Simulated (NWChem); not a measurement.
C$_{2}$H$_{3}$, doublet; SMILES [CH]=C

All runs: NWChem. Pople sets run with spherical d functions. Spin-unrestricted. In the optimisation the excess spin sits in a' (Cs, its own frame). Geometry: optimised at PBE0/def2-SVP, spin-unrestricted. No stability test was run on the SCF state. Vertical excitations in the gas phase; the lowest state need not have the same character in each row. Excited states of an open shell can be spin-contaminated.

Q: Order these by “lowest excitation (eV)”, lowest first: CAM-B3LYP/6-31+G*, TDA; PBE/6-31+G*, TDA; PBE0/6-31+G*, TDA.

A: CAM-B3LYP/6-31+G*, TDA (3.32), PBE/6-31+G*, TDA (3.40), PBE0/6-31+G*, TDA (3.54)
